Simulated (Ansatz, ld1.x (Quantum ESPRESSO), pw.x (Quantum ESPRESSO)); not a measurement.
Al (Z = 13): one change to the RRKJ potential, in the atom and in the bcc crystal

- Element: Al
- Generator: ld1.x (Quantum ESPRESSO) 7.5
- Type: norm-conserving RRKJ (Kleinman–Bylander form)
- Functional: LDA (PW92)
- Relativity: scalar-relativistic
- Frozen core: [Ne]
- Valence charge: 3
- Reference configuration: 3s2 3p0.75 (charge +0.25)
- Partial waves: 3s (bound): rc 1.85 bohr; 3p (bound): rc 2.35 bohr
- Local potential: all-electron potential smoothed inside 2.15 bohr (lloc = -1)
- Core correction: none
- rho0: 0.02

Change: local potential all-electron potential smoothed inside 1.58 bohr (lloc = -1).

Cutoffs, loose and tight: the cutoffs (Ry, on a coarse ladder) from which the occupation-weighted sum of valence levels, in a spherical-Bessel basis at the reference potential, stays within 10 and 1 mRy of its value at 400 Ry. They do not see the model core or the augmentation charge, which bear on the density cutoff. Test errors are all-electron minus pseudo excitation energies from the reference, over the configurations 3s2 3p1; 3s2 3p0; 3s1 3p0; 3s0 3p3; 3s2 3p1.3; 3s1 3p2; 3s1 3p1 (two spin-polarised tests are not counted in the largest error); variants that change the core or the reference have their own tests.

Crystal test: bcc Al in pw.x 7.5, no spin, 14³ k-points, Fermi–Dirac smearing 0.01 Ry, cutoffs set for each file from its atomic test. The reference is all-electron LAPW (Ansatz 0.2.0) with the same functional, mesh and smearing; V0 and B0 come from Birch–Murnaghan fits to the pressures at five volumes. Errors are pseudo minus all-electron; Δ is the rms difference of the E(V) curves that follow from these fits, minima aligned, over ±6 % about the mean V0. Mesh and smearing are coarse, so the numbers serve the comparison and aren't converged zero-temperature values; the lattice is a test structure that the element need not adopt.

All-electron: a0 = 3.191 Å (V0 = 16.24 Å³/atom), B0 = 73.6 GPa.

Q: Does the change bring the crystal closer to the all-electron result?

A: The mean pressure error goes from +2.80 to +0.41 GPa, so the change moves the solid closer to the all-electron pressures.

| quantity | base | changed |
| --- | --- | --- |
| outcome (atom) | generated | generated |
| cutoff, loose (atom) | 30 Ry | 30 Ry |
| cutoff, tight (atom) | 45 Ry | 45 Ry |
| bound ghosts (atom) | none | none |
| largest test error (meV) (atom) | +91 | +95 |
| cutoffs in pw.x (Ry) | 55/220 | 55/220 |
| a0 (Å) | 3.231 | 3.197 |
| a0 error (%) | +1.25 | +0.19 |
| B0 error (%) | -6.1 | -3.0 |
| Δ (meV/atom) | 9.6 | 1.5 |
| mean pressure error (GPa) | +2.80 | +0.41 |

Base: This is a poor potential for the solid.
